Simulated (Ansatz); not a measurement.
CH4Si: structure from calculated spectroscopic constants

These gas-phase data were calculated for one isomer of CH4Si at B3LYP-D3(BJ)/def2-SVP (harmonic, unscaled wavenumbers; equilibrium rotational constants with average atomic masses):

| Quantity | Value |
| --- | --- |
| rotational constants | 92.17, 12.18, 11.52 GHz |
| all wavenumbers above 1500 cm⁻¹ | 3124, 3066, 2996, 1996 |
| dipole moment | 1.10 D (PBE0/def2-TZVPD) |

Candidates:

(1) `C=[SiH2]`, a singlet
(2) `C[SiH]`, a singlet

Assign the data to one candidate and say why.

Candidate (2). 3 modes lie between 2750 and 3290 cm⁻¹, one for each C–H bond, while (1) has 2.

The same quantities for all candidates:

|  | rotational constants (GHz) | wavenumbers above 1500 cm⁻¹ | dipole (D) | E above the lowest, B3LYP-D3(BJ)/def2-SVP (kcal/mol) |
| --- | --- | --- | --- | --- |
| (1) | 103.8, 14.68, 12.86 | 3246, 3148, 2286, 2266 | 0.79 | 0.0 |
| (2) | 92.17, 12.18, 11.52 | 3124, 3066, 2996, 1996 | 1.10 | 1.3 |

Harmonic stretches to hydrogen usually lie a few per cent above observed fundamentals. Each candidate is one conformer. Programs: Ansatz 0.2.0.
